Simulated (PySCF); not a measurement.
C₄H₉OS (doublet state).
Cartesian coordinates in Å at the GFN2-xTB level; atoms count from 1:
```xyz
15
C4H9OS angstrom
C      1.8626    0.5715   -0.2120
C      1.3787   -0.6496    0.5653
O      0.0072   -0.5500    0.8914
C     -0.8759   -0.8247   -0.0964
C     -2.1872   -0.2793   -0.0221
S     -2.2402    1.5219   -0.8430
H      2.9147    0.4604   -0.4572
H      1.7315    1.4702    0.3856
H      1.2936    0.6820   -1.1328
H      1.9014   -0.7252    1.5220
H      1.5584   -1.5643   -0.0151
H     -0.4964   -1.2547   -1.0126
H     -2.5346   -0.0877    0.9867
H     -2.9190   -0.7985   -0.6289
H     -1.3993    2.0361    0.0472
```

The hyperfine couplings belong to this conformer and change with its torsions.

The species is `CCO[CH]CS` [radical].

Theory: PySCF, UKS B3LYP, pcH-1 on C H O S, non-relativistic, mean-field spin-orbit, GIAO. The structure is a single GFN2-xTB conformer in the gas phase; no vibrational or solvent corrections. The geometry wasn't refined by DFT: couplings that depend on bond lengths, twists or pyramidal angles can differ widely from those at the functional's own minimum. The SCF solution wasn't tested for stability.

Task: Break the g tensor into its mass correction, gauge correction and orbital-Zeeman/spin–orbit terms.

Result: 
| Δg (ppm) | 1 | 2 | 3 |
| --- | --- | --- | --- |
| relativistic mass correction | -217 | -217 | -217 |
| gauge correction | -10 | 24 | 34 |
| orbital Zeeman/spin–orbit | -38 | 1076 | 3586 |
| total | -265 | 883 | 3403 |

So g = 2.00205, 2.00320, 2.00572 and g_iso = 2.00366; the tensor is rhombic: the two nearest values differ by 31 % of g3 − g1. Axes: g3 points within 7° of the C2–O3 bond.

Task: At 34.136 GHz, how far is the centre of the isotropic spectrum from where a free electron (g = 2.002319) resonates?

Result: B = hν/(g μB) with μB/h = 13.99624 MHz/mT gives 1218.06 mT for the free electron and 1217.24 mT at g_iso, 0.81 mT lower.

Task: What effective moment and Curie constant follow for a powder?

Result: With the mean of g² = 4.0147 and S(S+1) = 0.75: μ_eff = √(⟨g²⟩S(S+1)) = 1.735 μB and χT = 0.12505·⟨g²⟩·S(S+1) = 0.377 cm³ K/mol (cgs; spin-Hamiltonian part alone).

Task: How much does each term add to the isotropic shift?

Result: The orbital-Zeeman/spin–orbit term 1541, the mass correction -217 and the gauge correction 16 ppm, for a total of 1340 ppm. The orbital-Zeeman/spin–orbit term is the largest in size. The mass correction is the same along every axis, so the anisotropy comes from the other two: their spans along these axes are 44 (gauge) and 3624 ppm (orbital Zeeman/spin–orbit).

Task: In a frozen sample, at which fields do the three g values resonate at 9.5, 34, 94 and 263 GHz (hyperfine left aside), and which band first spreads them over more than twice a line width of 0.3 mT?

Result: 
| band | GHz | B(g3) mT | B(g2) mT | B(g1) mT | spread mT |
| --- | --- | --- | --- | --- | --- |
| X | 9.5 | 338.41 | 338.83 | 339.03 | 0.62 |
| Q | 34.0 | 1211.15 | 1212.67 | 1213.37 | 2.22 |
| W | 94.0 | 3348.46 | 3352.68 | 3354.60 | 6.13 |
| J | 263.0 | 9368.57 | 9380.36 | 9385.74 | 17.16 |

The spread grows in proportion to the frequency. X band is the first where it exceeds 0.6 mT.

The Mulliken spin populations are largest on C4 (+0.76), S6 (+0.23), O3 (+0.11) and C5 (-0.08). The angles at C4 add up to 358.5°, so it is nearly planar; its axial dipolar tensor and the negative coupling of its proton fit spin in a p orbital normal to that plane.

The HOMO–LUMO gaps are 5.16 eV among the α and 4.67 eV among the β orbitals.
